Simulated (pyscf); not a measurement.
Optimised with ωB97X-D3(BJ)/def2-SVP in PySCF.

Question: What is the homolytic dissociation enthalpy (298 K, ωB97M-D3(BJ)/def2-TZVP) of the N–Zr bond of `[NH2][Zr]([OH])([F])[F]`, to NH₂• + [HO–Zr(F)–F]•?

Answer: N–Zr to NH₂• + [HO–Zr(F)–F]•: 99.5 kcal/mol. The 7 functionals that were run give +96.4 (r²SCAN) to +103.1 kcal/mol (ωB97X-D3(BJ)). The radicals are drawn with the spin at the cut bond; how far it spreads was not checked. Other isomers of [HO–Zr(F)–F]• were not searched in full and may lie lower. Open-shell species with a d-block atom are single-reference here; other states, and whether the spin sits on metal or ligand, were not checked. Elements past Kr carry the def2 core potentials, without spin-orbit coupling.
